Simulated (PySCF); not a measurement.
C₂H₃F, SMILES C=CF.

Coordinates come from a B3LYP-D3(BJ)/def2-TZVP optimisation.

Method: PBE/def2-TZVPD (PySCF).

**Question.** Estimate the frontier levels, gap, dipole moment and polarisability. (The exact figures need the calculation; the answer reports its results.)

**Answer.** 
```
Property                                                                                                       Result
---------------------------------------------------------------------------------------------  ----------------------
highest occupied level                                                                                       -6.56 eV
lowest empty level                                                                                           -0.92 eV
orbital gap                                                                                                   5.64 eV
dipole moment                                                                                               0.267 e·Å
quadrupole, principal values (traceless, Buckingham form, about the centre of nuclear charge)  -2.45, -0.63, 3.08 D·Å
mean static polarisability                                                                       28.7 bohr³ (4.25 Å³)
polarisability, principal values                                                               22.3, 27.2, 36.6 bohr³
```
